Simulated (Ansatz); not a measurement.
Cost and result up the ladder for AlMe2H (C₂H₇Al) (10 atoms). The state is a singlet with charge 0. Geometry: r2SCAN-D4/def2-TZVP.

```xyz
10

Al   -0.365   -0.542    0.392
C    -1.118    1.256    0.267
H    -1.353    1.508   -0.774
H    -0.397    2.012    0.599
H    -2.033    1.392    0.850
C     1.329   -0.941   -0.498
H     2.145   -0.361   -0.051
H     1.302   -0.651   -1.554
H     1.614   -1.995   -0.448
H    -1.124   -1.676    1.218
```

Ansatz on 4 threads of Arm Neoverse V2 on a shared host. Times are rough, and most runs start from the orbitals of an earlier one. ωB97M-V/def2-TZVP serves as the yardstick here, not as an exact answer. Differences are given only for rows in sets of like size (and for xTB, whose basis is part of the method), since another set adds its own error. Binding counts from free atoms at the same level (Al doublet, C triplet, H doublet; other spins of the atoms weren't run), without zero-point energy or a counterpoise term.

B3LYP takes the VWN-RPA correlation. Correlated methods freeze 7 core orbitals.

Correlated methods converge slowly with the basis.

| level | functions | wall time | binding energy per atom (eV) | difference from ωB97M-V/def2-TZVP (eV) |
| --- | --- | --- | --- | --- |
| HF/6-31G | 45 | 0.15 s | 2.63 | – |
| B3LYP-D4/6-31G | 45 | 0.35 s | 3.50 | – |
| LDA (SPW92)/def2-TZVP | 141 | 0.45 s | 3.96 | 0.38 |
| PBE-D4/def2-SVP | 81 | 0.45 s | 3.59 | – |
| PBE0-D4/def2-SVP | 81 | 0.45 s | 3.57 | – |
| MP2/def2-TZVP | 141 | 0.5 s | 3.45 | -0.13 |
| PBE-D4/def2-TZVP | 141 | 0.7 s | 3.58 | 0.01 |
| BLYP-D4/def2-TZVP | 141 | 0.75 s | 3.53 | -0.04 |
| BHLYP-D4/def2-TZVP | 141 | 0.85 s | 3.51 | -0.06 |
| PBE0-D4/def2-TZVP (with forces) | 141 | 1.1 s | 3.56 | -0.02 |
| r2SCAN-D4/def2-TZVP | 141 | 1.5 s | 3.57 | 0.00 |
| ωB97M-V/def2-TZVP | 141 | 2.9 s | 3.57 | 0.00 |
| B97M-V/def2-TZVP | 141 | 3 s | 3.59 | 0.02 |
| CCSD(T)/def2-TZVPP | 202 | 19 s | 3.50 | -0.07 |
